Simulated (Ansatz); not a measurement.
Basis-set extrapolation for C6H12, SMILES `C=CCCCC` (PBE0-D4/def2-TZVP geometry, frozen core, Ansatz). Multiplicity 1, RHF reference.

|  | def2-TZVPP | def2-QZVPP |
| --- | --- | --- |
| HF | -234.262241 | -234.273216 |
| MP2 correlation | -1.032067 | -1.096099 |
| CCSD(T) correlation | -1.141236 | not run |

Energies in hartree. Use E(X) = E(∞) + A·exp(−7.88·√X) for Hartree–Fock and E(X) = E(∞) + B·X^(−2.97) for correlation, with X = 3 and 4, and add CCSD(T) minus MP2 of the smaller set to the MP2 limit.

Task: What is the CCSD(T) energy at the basis-set limit?

Result: HF limit: -234.273216 + (-0.010975) × 0.13774 = -234.27473. MP2 limit: -1.096099 + (-0.064032) × 0.74074 = -1.14353. Higher-order term: -1.141236 − (-1.032067) = -0.10917. Total: -235.52743 hartree, 3.37 eV below CCSD(T)/def2-TZVPP.
